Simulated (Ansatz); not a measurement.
Species, as SMILES: FF (F2).
Atoms: F1, F2. Bonds: F1-F2.

Basis-set convergence of the highest harmonic wavenumber at B3LYP with Ansatz (a program for electronic structure). Each level at its own minimum, finite differences of forces, unscaled; the reference is a large set that could be run, not a limit. All functions are spherical. The program fits the integrals of some runs and decomposes those of others, by size. No added dispersion term, no relativity. Reference: the value in def2-QZVPPD, 1047 cm⁻¹. Deviations are taken from unrounded values.

```tsv
basis	functions	highest harmonic wavenumber (cm⁻¹)
cc-pVDZ	28	1011
aug-cc-pVDZ	46	1025
def2-SVP	28	1041
def2-SVPD	46	1029
pcseg-1	28	1012
aug-pcseg-1	46	1018
6-311G**	36	989
6-311+G**	44	985
cc-pVTZ	60	1053
aug-cc-pVTZ	92	1053
pcseg-2	60	1048
aug-pcseg-2	92	1049
def2-TZVPP	62	1049
def2-TZVPPD	80	1049
def2-QZVPP	114	1046
def2-QZVPPD	132	1047
```

What the diffuse functions change, pair by pair:
- cc-pVDZ to aug-cc-pVDZ: 18 more functions, deviation -37 to -22 cm⁻¹
- def2-SVP to def2-SVPD: 18 more functions, deviation -7 to -19 cm⁻¹
- pcseg-1 to aug-pcseg-1: 18 more functions, deviation -36 to -30 cm⁻¹
- 6-311G** to 6-311+G**: 8 more functions, deviation -59 to -62 cm⁻¹
- cc-pVTZ to aug-cc-pVTZ: 32 more functions, deviation 6 to 6 cm⁻¹
- pcseg-2 to aug-pcseg-2: 32 more functions, deviation 1 to 2 cm⁻¹
- def2-TZVPP to def2-TZVPPD: 18 more functions, deviation 2 to 1 cm⁻¹
- def2-QZVPP to def2-QZVPPD: 18 more functions, deviation -1 to 0 cm⁻¹

Leaving out the reference's own pair, they bring the value nearer the reference by more than 1 cm⁻¹ in 2 of 7 pairs.
